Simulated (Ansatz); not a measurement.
```xyz
17

C     1.1134   -1.0438   -1.9441
O     0.0297   -0.3456   -1.3817
C    -0.2633   -0.7439   -0.0732
C    -1.4307    0.0852    0.4187
C    -0.7216    1.3533    0.8811
C     0.6003    0.8092    1.4155
O     0.7880   -0.4726    0.8153
H     1.2310   -0.6868   -2.9670
H     0.9190   -2.1250   -1.9639
H     2.0387   -0.8653   -1.3879
H    -0.4230   -1.8303   -0.0473
H    -1.9074   -0.4283    1.2572
H    -2.1707    0.2507   -0.3630
H    -0.5508    2.0140    0.0297
H    -1.2783    1.9066    1.6380
H     1.4492    1.4533    1.1714
H     0.5769    0.6693    2.5012
```

Charge 0, multiplicity 1.

(1) List the r2SCAN/def2-TZVPP orbital energies in eV (Ansatz). (Best estimate.)

## Answers

(1) Ansatz gave: Occupied: -515.80, -515.74, -275.47, -274.18, -273.95, -273.05, -273.03, -28.20, -26.53, -20.60, -19.31, -17.47, -15.49, -14.93, -13.28, -12.82, -11.83, -11.71, -11.10, -10.35, -10.15, -8.98, -8.93, -8.66, -8.33, -7.57, -6.54, -6.19. Lowest empty: 1.23, 1.99, 2.11, 2.38, 2.56, 2.84, 2.92, 3.34.
